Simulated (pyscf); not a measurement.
`[O]=[W]([F])([F])([F])[F]` + `[H][H]` -> `[OH][WH]([F])([F])([F])[F]`, an addition across a multiple bond or ene-type step (singlet surface; H–H broken, H–O, H–W formed). Structures and frequencies: ωB97X-D3(BJ)/def2-SVP in PySCF. Energies in kcal/mol from the separated reactants.

Small-basis levels: PySCF, no dispersion term, spherical d functions. GFN2-xTB: tblite. Cost: rough CPU time at the saddle relative to B3LYP/6-31G*+LANL2DZ, from one job on a shared machine.

```csv
level,barrier,reaction energy,cost
SVWN5/6-31G*+LANL2DZ,37.8,+18.2,2
BP86/6-31G*+LANL2DZ,51.9,+30.7,2
PBE/6-31G*+LANL2DZ,50.6,+29.6,2
B3LYP/LANL2DZ,56.9,+18.3,0.8
M06-2X/6-31G*+LANL2DZ,59.4,+27.6,3
B3LYP/6-311+G**+LANL2DZ,49.9,+20.1,1
GFN2-xTB,-23.5,-71.0,under 0.02
ωB97M-D3(BJ)/def2-TZVP,47.7,+22.5,–
```

Against the last row the barrier runs from -71.2 (GFN2-xTB) to +11.7 kcal/mol (M06-2X/6-31G*+LANL2DZ). At GFN2-xTB this geometry lies under one side, so the entry may be no barrier of that level: it is a single point on another level's saddle. ωB97M-D3(BJ)/def2-TZVP has limits of its own. At the saddle there is also a short H–W contact that neither side keeps. The same reactants have a lower exit, to O=WH(F)(F)–F + HF (barrier +38.0 kcal/mol at ωB97M-D3(BJ)/def2-TZVP, against +47.7 kcal/mol here). This is the saddle that the search found; another between the same sides may lie lower. In the def2 sets elements past Kr carry core potentials, without spin-orbit coupling.
